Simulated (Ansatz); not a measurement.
# CHCl2: the cost of one run

Computed with Ansatz 0.2.0, Gaussian basis. Level: single points in def2-TZVPP.

Cores are frozen in the correlated methods.

### 1 The starting structure

4 atoms, charge 1, spin multiplicity 1.

Atoms are counted from 1 here; the program's logs count them from 0.

Bond lengths: Cl1–C2 1.634 Å, C2–Cl3 1.624 Å, C2–H4 1.110 Å. Angles: Cl1–C2–Cl3 124.1°, Cl1–C2–H4 117.2°, Cl3–C2–H4 118.6°.

Geometry (Å):

```
atom     x (Å)     y (Å)     z (Å)
 Cl1   1.32353  -0.63142  -0.59513
  C2  -0.01417  -0.00717   0.10590
 Cl3  -1.20100   0.74724  -0.70600
  H4  -0.11085  -0.11992   1.20565
```

### 2 PBE-D4/def2-TZVPP

run/in.yaml reads:

```yaml
crystal:
  periodic: [false, false, false]
  atoms:
    - {symbol: Cl, position_ang: [1.323531, -0.631419, -0.595131]}
    - {symbol: C, position_ang: [-0.014167, -0.007170, 0.105901]}
    - {symbol: Cl, position_ang: [-1.201001, 0.747238, -0.706001]}
    - {symbol: H, position_ang: [-0.110850, -0.119916, 1.205652]}
basis:
  gaussian: {orbitals: def2-TZVPP}
total_charge: 1
hamiltonian: {xc: pbe, dispersion: d4}
output: {forces: true}
```

Launch:

```bash
$ ansatz run in.yaml --threads 2 --pin off --events-out ev --progress --plain --max-ram 3481MiB
```

Q: Estimate wall time and peak memory on 2 threads of Intel Xeon at 2.50GHz, shared host.

About 2.1 s, with a peak of 0.14 GiB.
